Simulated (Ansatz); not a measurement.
# CH₂Al (quartet): inputs that go wrong at scale of all distances = 1.994

4 inputs are run for CH₂Al (quartet) as typed; the log has to tell whether the result can be used and what must change.

The runs use Ansatz 0.2.0, Gaussian basis; the settings change from run to run.

14 further runs of the same task are left out: 12 that didn't finish, 2 set aside as unsound or not needed.

### Step 1. The system

The geometry derives from a PBE0/def2-TZVP stationary point (not a proven minimum). All distances are scaled together.

4 atoms, charge 0, spin multiplicity 4.

Atoms are counted from 1 here; the program's logs count them from 0.

No contacts short enough for the rule that draws bonds.

### Step 2. Input 1

Input file in.yaml:

```yaml
crystal:
  periodic: [false, false, false]
  atoms:
    - {symbol: Al, position_ang: [0.000000, 0.000000, 1.052105]}
    - {symbol: C, position_ang: [0.000000, 0.000000, -2.786072]}
    - {symbol: H, position_ang: [0.000000, 2.789602, 2.517644]}
    - {symbol: H, position_ang: [0.000000, -2.789602, 2.517644]}
basis:
  gaussian: {orbitals: 6-31G}
magnetization: {spin_polarized: false, initial_magnetization: 3}
correlation: {method: fic_mrcisd_q, electrons: valence, active_space: {window: {electrons: 6, orbitals: 5}}}
accuracy: high
scf: {lower_state_search: off}
```

Launch:

```sh
$ ansatz run in.yaml --threads 1 --pin off --events-out ev --progress --plain --max-ram 2393MiB
```

Standard output:

```text
Functional definition: HF
  name "HF"
  cite "Fock, Z. Phys. 61, 126 (1930) doi:10.1007/BF01340294"
  parent pbe
  exchange = exact_x
  correlation = 0
these checks for a lower state are left out or cut short: stability, starts, cluster_reference, orbital_swaps, neighbouring_geometries, increment
558 factors; integrals over basis functions are off by at most 3.7e-9 eV
mean field evaluation 1: about -7630.1028 eV, gradient 1.0e1 eV
mean field evaluation 2: about -7630.1038 eV, gradient 1.0e1 eV
mean field evaluation 4: about -7631.4358 eV, gradient 5.2e0 eV
mean field evaluation 8: about -7631.7865 eV, gradient 5.1e-1 eV
mean field evaluation 16: about -7631.7895 eV, gradient 1.3e-3 eV
mean field evaluation 32: about -7632.8258 eV, gradient 1.1e-8 eV
mean field -7632.82582489 eV, -280.5011753497 hartree, gradient 7.5e-8 eV, S^2 3.750000; 0 other end points of the search recorded, 0 dependent functions left out
reference -7632.82582489 eV, -280.5011753497 hartree; 12, 9 occupied and 14, 17 virtual orbitals, 558 factors
Error: 6 electrons in 5 orbitals form no window around the highest filled level of the reference
```

Wall time 0.76 s (1 thread of Intel Xeon at 2.50GHz, shared host).

Diagnosis: The run stopped with an error. The active window can't be built from these electrons and orbitals. Fix: choose counts that fit the spin, the electrons and the basis.

### Step 3. Input 2

Input file in.yaml:

```yaml
crystal:
  periodic: [false, false, false]
  atoms:
    - {symbol: Al, position_ang: [0.000000, 0.000000, 1.052105]}
    - {symbol: C, position_ang: [0.000000, 0.000000, -2.786072]}
    - {symbol: H, position_ang: [0.000000, 2.789602, 2.517644]}
    - {symbol: H, position_ang: [0.000000, -2.789602, 2.517644]}
basis:
  gaussian: {orbitals: def2-SVP}
magnetization: {spin_polarized: false, initial_magnetization: 3}
correlation: {method: mp2, frozen_orbitals: {Al: 20}}
scf: {lower_state_search: off}
```

Launched as before.

Standard output:

```text
Functional definition: HF
  name "HF"
  cite "Fock, Z. Phys. 61, 126 (1930) doi:10.1007/BF01340294"
  parent pbe
  exchange = exact_x
  correlation = 0
these checks for a lower state are left out or cut short: stability, starts, cluster_reference, orbital_swaps, neighbouring_geometries, increment
Error: "frozen_orbitals" has no count for C
```

Run time: 0.06 s. Hardware: 1 thread of Intel Xeon at 2.50GHz, shared host.

What is wrong: The run was refused. The frozen-orbital counts are incomplete or too large. To mend it, leave frozen_orbitals out, or give each element a count that its core has.

### Step 4. Input 3

Input file in.yaml:

```yaml
crystal:
  periodic: [false, false, false]
  atoms:
    - {symbol: Al, position_ang: [0.000000, 0.000000, 1.052105]}
    - {symbol: C, position_ang: [0.000000, 0.000000, -2.786072]}
    - {symbol: H, position_ang: [0.000000, 2.789602, 2.517644]}
    - {symbol: H, position_ang: [0.000000, -2.789602, 2.517644]}
basis:
  gaussian: {orbitals: 6-31G}
magnetization: {spin_polarized: false, initial_magnetization: 9}
hamiltonian: {xc: {name: r2SCAN}}
correlation: {method: ccsd_t, electrons: all, diis_vectors: 1}
scf: {lower_state_search: off}
output: {forces: true}
```

Same command.

Standard output, cut to the lines that bear on the results:

```text
Functional definition: r2SCAN
  name "r2SCAN"
  cite "Furness, Kaplan, Ning, Perdew & Sun, J. Phys. Chem. Lett. 11, 8208 (2020) doi:10.1021/acs.jpclett.0c02405"
  cite "Furness, Kaplan, Ning, Perdew & Sun, J. Phys. Chem. Lett. 11, 9248 (2020) doi:10.1021/acs.jpclett.0c03077"
  parent r2scan
[...]
335 factors; integrals over basis functions are off by at most 1.7e-4 eV
[...]
mean field -7643.00337379 eV, -280.8751933729 hartree, gradient 8.9e-9 eV, S^2 24.750000; 0 other end points of the search recorded, 0 dependent functions left out
reference -7628.43163470 eV, -280.3396918385 hartree; 15, 6 occupied and 11, 20 virtual orbitals, 335 factors
second order -0.41453582 eV of doubles, -0.08386733 eV of singles
cycle   1  -0.58474376 eV  change   -8.7e-2 eV  update   2.7e-2
[...]
cycle  11  -0.62548618 eV  change   -2.5e-9 eV  update   5.8e-8
perturbative correction -0.00292549 eV, -0.0001075097 hartree
[...]
Total energy: -7629.06004636 eV, -280.3627855413 hartree
Atom 0 at     0.000000     0.000000     1.052105 Å, force    -0.000000     0.000000     0.305404 eV/Å
Atom 1 at     0.000000     0.000000    -2.786072 Å, force     0.000000    -0.000000    -0.303471 eV/Å
Atom 2 at     0.000000     2.789602     2.517644 Å, force    -0.000000     0.154906    -0.000966 eV/Å
Atom 3 at     0.000000    -2.789602     2.517644 Å, force     0.000000    -0.154906    -0.000966 eV/Å
Dipole moment:     0.000000    -0.000000    -0.010989 e Å
Checks for a lower state left out: starts, cluster_reference, orbital_swaps, neighbouring_geometries, increment
```

Wall time 11 s (1 thread of Intel Xeon at 2.50GHz, shared host).

Diagnosis: The run converged, which proves nothing about the input. Far too many unpaired electrons are asked for. Its energy belongs to the state of multiplicity 10, not to the quartet that was meant. To mend it, set initial_magnetization to that of the wanted state.

### Step 5. Input 4

Input file in.yaml:

```yaml
crystal:
  periodic: [false, false, false]
  atoms:
    - {symbol: Al, position_ang: [0.000000, 0.000000, 1.052105]}
    - {symbol: C, position_ang: [0.000000, 0.000000, -2.786072]}
    - {symbol: H, position_ang: [0.000000, 2.789602, 2.517644]}
    - {symbol: H, position_ang: [0.000000, -2.789602, 2.517644]}
basis:
  gaussian: {orbitals: cc-pVDZ, point_charges: [{charge: -1.00, position_ang: [4.091, 0.815, -0.399]}]}
magnetization: {spin_polarized: false, initial_magnetization: 3}
hamiltonian: {xc: r2scan}
correlation: {method: sc_nevpt2, electrons: outside_noble_gas, active_space: {window: {electrons: 5, orbitals: 5}}}
accuracy: high
```

Launched as before.

Standard output:

```text
Error: invalid value for `correlation.active_space`: it starts from restricted Hartree–Fock orbitals; set hamiltonian.xc: hf without magnetization.spin_polarized
```

Run time: 0.03 s. Hardware: 1 thread of Intel Xeon at 2.50GHz, shared host.

What is wrong: The run was refused. An active space is asked on a functional's orbitals. Fix: start from Hartree-Fock.

### Step 6. How the runs ended

```csv
input,level,ended,cause,time
1,"MRCISD+Q(6,5)/6-31G",stopped by an error,the active window can't be built from these electrons and orbitals,0.76 s
2,MP2 on ROHF/def2-SVP,refused,the frozen-orbital counts are incomplete or too large,0.06 s
3,CCSD(T)/6-31G,converged,far too many unpaired electrons are asked for,11 s
4,"NEVPT2(5,5)/cc-pVDZ",refused,an active space is asked on a functional's orbitals,0.03 s
```

1 stopped by an error, 2 refused, 1 converged. The input that converges on a wrong geometry or spin is the dangerous one: no error points at it, so geometry and ⟨S²⟩ have to be checked.
